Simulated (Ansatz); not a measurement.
Results of PBE (Ansatz, a quantum-chemistry and plane-wave program, PAW) for chalcopyrite ZnGeP₂.

Settings: plane-wave cutoff 520 eV, 10×10×10 k mesh, Fermi–Dirac smearing 0.01 eV, scalar-relativistic PAW data made under PBE.

Response to compression and expansion (c/a stays at 1.972):

Shape and atoms are relaxed at each volume.

```tsv
V (Å³/atom)	P (GPa)	direct gap at Γ (eV)
19.681	3.33	1.365
20.091	1.57	1.315
20.501	0.00	1.175
20.911	-1.41	1.041
21.321	-2.66	0.913
```

The gap at Γ does not follow one straight line over these volumes.

Measured, for comparison: band gap 2.05 eV (temperature not stated, no zero-point or thermal correction, pseudodirect, our sources range from 1.80 to 2.20; as tabulated in Rashkeev et al. (1999), arXiv:cond-mat/9809378).

Note: the bulk modulus comes from volumes at which shape and atoms were relaxed.

Spin–orbit coupling is not included.
